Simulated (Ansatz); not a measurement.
```yaml
crystal:
  periodic: [false, false, false]
  atoms:
    - {symbol: N, position_ang: [0.000000, 0.000000, -1.134104]}
    - {symbol: O, position_ang: [0.000000, 0.000000, 0.000000]}
    - {symbol: N, position_ang: [0.000000, 0.000000, 1.134104]}
basis:
  gaussian: {orbitals: def2-TZVP}
hamiltonian: {xc: pbe0}
relax: {f_tol: 0.004, max_steps: 80}
```

```sh
$ ansatz run in.yaml --threads 1 --pin off --events-out ev --progress --plain --max-ram 2176MiB
```

Steps of the relaxation (energy above the last step; positions in Å, forces in eV/Å):

```
3
step 1, 112.8 meV
N     0.000    0.000   -1.134    0.000    0.000   -3.394
O     0.000    0.000    0.000    0.000    0.000    0.000
N     0.000    0.000    1.134    0.000    0.000    3.394
```

```
3
step 2, 5.5 meV
N     0.000    0.000   -1.161    0.000    0.000   -0.698
O     0.000    0.000    0.000    0.000    0.000    0.000
N     0.000    0.000    1.161    0.000    0.000    0.698
```

```
3
step 3, 0.0 meV
N     0.000    0.000   -1.168    0.000    0.000   -0.064
O     0.000    0.000    0.000    0.000    0.000    0.000
N     0.000    0.000    1.168    0.000    0.000    0.064
```

```
3
step 4, 0.0 meV
N     0.000    0.000   -1.169    0.000    0.000    0.000
O     0.000    0.000    0.000    0.000    0.000    0.000
N     0.000    0.000    1.169    0.000    0.000    0.000
```

Close pairs at the end: O2–N3 1.169 Å, N1–O2 1.169 Å.

A stationary point of restricted PBE0 after 4 steps (its stability towards spin polarisation wasn't tested); no frequencies were run, so it isn't proven a minimum. 6 s on 1 thread of Arm Neoverse V1, shared host.
